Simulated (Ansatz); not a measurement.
System: rock-salt MgS. Method: HSE06-D3(BJ) in Ansatz (plane waves, PAW).

Settings: plane-wave cutoff 460 eV, 8×8×8 k mesh, Fermi–Dirac smearing 0.01 eV, scalar-relativistic PAW data made under PBE.

Computed at the level's own relaxed cell.

```yaml
crystal:
  lattice:
    - [0.00000, 2.55650, 2.55650]
    - [2.55650, 0.00000, 2.55650]
    - [2.55650, 2.55650, 0.00000]
  atoms:
    - { symbol: Mg, position: [0.00000, 0.00000, 0.00000] }
    - { symbol: S, position: [0.50000, 0.50000, 0.50000] }
```

Task: List the 5 lowest band energies at Γ above −25 eV (eV, relative to the valence band maximum), grouping those that round alike.

Result: At Γ: -14.29, 0.00 (×3), 5.29.

Note: the run warned that its exchange threshold was loose for the stress.

Ansatz is a program for electronic structure.
